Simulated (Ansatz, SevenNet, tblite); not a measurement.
Wurtzite AlN, elastic constant C66

Reference value: 131 GPa (measured, temperature not stated, no zero-point or thermal correction; as tabulated in Oses et al. (2018), arXiv:1811.08464).

Task: Put these levels in order of the elastic constant C66 that they give for wurtzite AlN, smallest first: GFN1-xTB (tblite), LDA (Ansatz, a program for electronic structure), SevenNet-0 (SevenNet), SevenNet-l3i5 (SevenNet).

Result: GFN1-xTB (47.3 GPa), SevenNet-0 (97.5 GPa), SevenNet-l3i5 (113 GPa), LDA (126 GPa)

Unless a cell is named, each level is at its own relaxed cell (GFN1-xTB 12.96, SevenNet-0 10.62, SevenNet-l3i5 10.63, LDA 10.21 Å³/atom).

Differences against the reference: GFN1-xTB -64 %, SevenNet-0 -26 %, SevenNet-l3i5 -13.7 %, LDA -3.8 %.

The reference has no zero-point or thermal correction, while the calculations are for a static lattice, so the differences are not the levels' errors alone.  GFN1-xTB: the method was fitted mainly to molecules. GFN1-xTB: the run uses a supercell at the zone centre in place of a k mesh. Each level is taken at its own relaxed cell. Ansatz's density-functional and Hartree–Fock values are scalar-relativistic unless marked +SOC, with PAW data made under PBE.

Machine-learned potentials (SevenNet-0, SevenNet-l3i5) are trained on DFT data, which may include these solids.

Differences are worked out from the printed values.
